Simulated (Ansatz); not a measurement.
**SO2: basis-set convergence**

An exercise on one series of results from a longer session: the logs are not shown, and one member is left open.

Method: one geometry, several basis sets; program: Ansatz 0.2.0, Gaussian basis.

Levels to be run: PBE0-D4/def2-SVP; ωB97M-V/def2-SVP; PBE0-D4/def2-QZVPP; ωB97M-V/def2-QZVPP; CCSD(T)/cc-pV(D+d)Z; CCSD(T)/cc-pV(T+d)Z; CCSD(T)/cc-pV(Q+d)Z; the functionals' def2-TZVPP values are taken from earlier runs.

## The geometry

The geometry comes from an earlier relaxation with PBE0-D4 in a triple-zeta def2 set; it is a stationary point.

SMILES `O=S=O`, 3 atoms, charge 0, spin multiplicity 1.

Atoms are counted from 1 here; the program's logs count them from 0.

Bond lengths: O1–S2 1.431 Å, S2–O3 1.431 Å. Angles: O1–S2–O3 118.9°.

Geometry (Å):

```xyz
3
O2S
O    -0.97442    0.64590   -0.45951
S     0.26952    0.35738    0.18679
O     0.70490   -1.00328    0.27272
```

Set-up of the first run:

in.yaml

```yaml
crystal:
  periodic: [false, false, false]
  atoms:
    - {symbol: O, position_ang: [-0.974417, 0.645899, -0.459513]}
    - {symbol: S, position_ang: [0.269516, 0.357378, 0.186793]}
    - {symbol: O, position_ang: [0.704901, -1.003278, 0.272720]}
basis:
  gaussian: {orbitals: def2-SVP}
hamiltonian: {xc: pbe0, dispersion: d4}
output: {orbitals: {seedname: orbitals}}
```

Run with:

```console
ansatz run in.yaml --threads 2 --pin off --events-out ev --progress --plain --max-ram 32768MiB --backend cpu
```

Among the steps run: PBE0-D4 in def2-SVP; ωB97M-V in def2-SVP; PBE0-D4 in def2-QZVPP; ωB97M-V in def2-QZVPP.

One table of the session follows, with a row left open; its other results are not shown here.

```
functional       basis  HOMO (eV)  LUMO (eV)
   PBE0-D4    def2-SVP      -9.28      -3.21
   PBE0-D4  def2-TZVPP      -9.52      -3.35
   PBE0-D4  def2-QZVPP          ?          ?
   ωB97M-V    def2-SVP     -11.61      -0.76
   ωB97M-V  def2-TZVPP     -11.90      -0.97
   ωB97M-V  def2-QZVPP     -12.01      -1.10
```

Estimate the missing values for PBE0-D4, def2-QZVPP.

The run gave: HOMO (eV): -9.62; LUMO (eV): -3.45. In the column «HOMO (eV)» it lies between ωB97M-V, def2-SVP (-11.61) and PBE0-D4, def2-TZVPP (-9.52).
